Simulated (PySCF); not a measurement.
Homolysis of single bonds, series B OH-SiH3. All species are isolated molecules in the gas phase. One relaxed conformer stands for each flexible species; it need not be the lowest. Strings in code marks are SMILES.

The numbers are results of PySCF with PBE0-D4/def2-TZVP, not measurements. 

```json
[
 {"species": "radical fragment (`[OH]`)", "highest occupied spin orbital (eV)": "-9.09"},
 {"species": "whole molecule (`OB([SiH3])O` (H–O–B–Si torsion -178°, Si–B–O–H torsion 178°))", "highest occupied spin orbital (eV)": "–"},
 {"species": "radical fragment (`[B](O)[SiH3]` (H–O–B–Si torsion 180°))", "highest occupied spin orbital (eV)": "-5.24"},
 {"species": "radical fragment (`[SiH3]`)", "highest occupied spin orbital (eV)": "-6.40"},
 {"species": "whole molecule (`B([SiH3])(O)[SiH3]` (H–O–B–Si torsion 0°))", "highest occupied spin orbital (eV)": "–"},
 {"species": "radical fragment (`[SiH3][B][SiH3]`)", "highest occupied spin orbital (eV)": "-5.70"}
]
```
